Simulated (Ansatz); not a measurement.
Species: BCl₃, charge 0, multiplicity 1. 
Structure (B3LYP-D3(BJ)/def2-TZVP (Ansatz, a program for electronic structure) minimum search):
```
B
Cl 1 1.7452
Cl 1 1.7452 2 120.00
Cl 1 1.7452 2 120.00 3 -180.00
```
Charge 0, spin multiplicity 1.

Parts of the frozen-core correlation energy in STO-3G (Ansatz, hartree). Frozen orbitals: 16; correlated occupied orbitals by spin: 12 and 12; virtual: 4 and 4. No spin-orbit coupling. No relativistic terms.

```json
[
 {"term": "reference (HF)", "value": "-1388.22870"},
 {"term": "MP2 opposite-spin", "value": "-0.04966"},
 {"term": "MP2 same-spin", "value": "?"},
 {"term": "CCSD correlation", "value": "?"},
 {"term": "(T)", "value": "?"},
 {"term": "FCI minus CCSD(T)", "value": "-0.00046"},
 {"term": "T1 diagnostic", "value": "0.012"},
 {"term": "largest doubles amplitude", "value": "0.049"}
]
```

Some entries are withheld; supply them.


- MP2 same-spin, value: -0.01429
- CCSD correlation, value: -0.07461
- (T), value: -0.00339
